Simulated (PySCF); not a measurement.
Question: Give a GFN2-xTB geometry of `O=NOO`.

Answer: 
```
atom  x, y, z in Å
O1     1.1966   -0.7013   -0.3725
N2     1.0436    0.4752   -0.1848
O3    -0.1300    0.9541   -0.0787
O4    -1.2621    0.0754   -0.1856
H5    -0.8396   -0.8005   -0.3340
```

Any rigid rotation of these coordinates is as good. Atoms count from 1 in this order. O4 (peroxide oxygen) is bent (angle 102.6°). The 2 N–O bonds span 1.201 Å (O1=N2, drawn double) to 1.272 Å (N2–O3, drawn single), a spread of 0.071 Å. The 4 heavy atoms lie in one plane (0.000 Å rms). H5 on O4 lies 2.04 Å from O1, 4 bonds away (angle at H 113°; Bondi radii sum to 2.72 Å).

Bonds between heavy atoms (Å): O1=N2 1.201, N2–O3 1.272, O3–O4 1.437.

Computed geometry: GFN2-xTB, gas phase.

Point group: Cs (tolerance 0.08 Å). No frequency check. One conformer, not necessarily the lowest (O1–N2–O3–O4 0°, N2–O3–O4–H 0°).
